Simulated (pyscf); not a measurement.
A first-order saddle from PySCF, ωB97X-D3(BJ)/def2-SVP:

```xyz
9

B     -0.4501     0.3161     0.0348
O      0.8171    -0.0034    -0.4618
H     -1.2858    -0.8864     0.0894
H     -1.1915     1.0989    -0.5344
H      0.8449     0.0246    -1.4222
N     -0.4587     0.4612     1.6032
H     -1.1547    -0.5145     1.0518
H      0.4049     0.1507     2.0424
H     -0.8014     1.3299     2.0018
```
Charge 0, spin multiplicity 1.

Surface: singlet, charge 0. Lowest wavenumbers (cm⁻¹): 1519i, 294, 359, 412, 691.

Task: Which two sides does it connect, and which bonds change?

Result: H₂B–OH + NH₃ <-> H₂N–BH–OH + H₂, a four-centre exchange read from left to right: B–H, H–N broken and B–N, H–H formed. At ωB97M-D3(BJ)/def2-TZVP it lies +23.2 kcal/mol from the left side and +47.2 kcal/mol from the right (each side as separated species at their lowest minima found). On the reactant side the descent ends in an adduct with a B–N contact, 13.1 kcal/mol under the separated species and 36.8 kcal/mol under the saddle at ωB97X-D3(BJ)/def2-TZVP. What is counted as formed (B–N) is already present as a longer contact in the reactant adduct; forming that adduct is a step of its own. At the saddle there is also a short B–H contact that neither side keeps. The same reactants have a lower exit, to H₂B–NH₂ + H₂O (barrier +11.4 kcal/mol at ωB97M-D3(BJ)/def2-TZVP, against +23.2 kcal/mol here). This is the saddle that the search found; another between the same sides may lie lower.
